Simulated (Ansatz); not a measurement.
Input file:

```yaml
crystal:
  periodic: [false, false, false]
  atoms:
    - {symbol: P, position_ang: [0.000000, 0.000000, 0.000000]}
    - {symbol: H, position_ang: [0.000000, 0.000000, 4.777000]}
basis:
  gaussian: {orbitals: aug-cc-pVDZ}
magnetization: {spin_polarized: false, initial_magnetization: 2}
correlation: {method: sc_nevpt2, electrons: outside_noble_gas, active_space: {window: {electrons: 6, orbitals: 5}, shells: [{species: H, l: s, shell: 1}, {species: P, l: s, shell: 3}, {species: P, l: p, shell: 3}]}}
```

```sh
$ ansatz run in.yaml --threads 1 --pin off --events-out ev --progress --plain --max-ram 2393MiB
```

The program prints:

```
582 factors; integrals over basis functions are off by at most 1.3e-7 eV
mean field evaluation 1: about -9276.0304 eV, gradient 1.5e1 eV
mean field evaluation 2: about -9276.0304 eV, gradient 1.5e1 eV
mean field evaluation 4: about -9281.1859 eV, gradient 8.0e0 eV
mean field evaluation 8: about -9282.2562 eV, gradient 1.3e0 eV
mean field evaluation 16: about -9276.0304 eV, gradient 1.5e1 eV
mean field evaluation 32: about -9282.2722 eV, gradient 7.0e-4 eV
mean field evaluation 64: about -9282.2729 eV, gradient 1.4e-3 eV
mean field evaluation 96: about -9282.2730 eV, gradient 1.0e-3 eV
mean field evaluation 128: about -9282.2719 eV, gradient 3.8e-3 eV
mean field evaluation 160: about -9282.2719 eV, gradient 5.0e-3 eV
mean field -9282.27300999 eV, -341.1172413663 hartree, gradient 2.2e-6 eV, S^2 2.000000; 12 other end points of the search recorded, 0 dependent functions left out
reference -9282.27300999 eV, -341.1172413663 hartree; 9, 7 occupied and 27, 29 virtual orbitals, 582 factors
state -9284.77473814 eV, -341.2091781803 hartree
state -9284.77473814 eV, -341.2091781803 hartree; corrected -9286.62093637 eV, -341.2770247139 hartree
Total energy: -9286.62093637 eV, -341.2770247139 hartree
Checks for a lower state left out: starts, orbital_swaps
```

Natural occupations: 2.0000 1.0246 1.0000 1.0000 0.9754.

For the same geometry and basis full CI lies 534.2 meV lower.

Ran on 1 thread of Intel Xeon, shared host: 3.7 s wall, 0.2 GiB peak host memory.
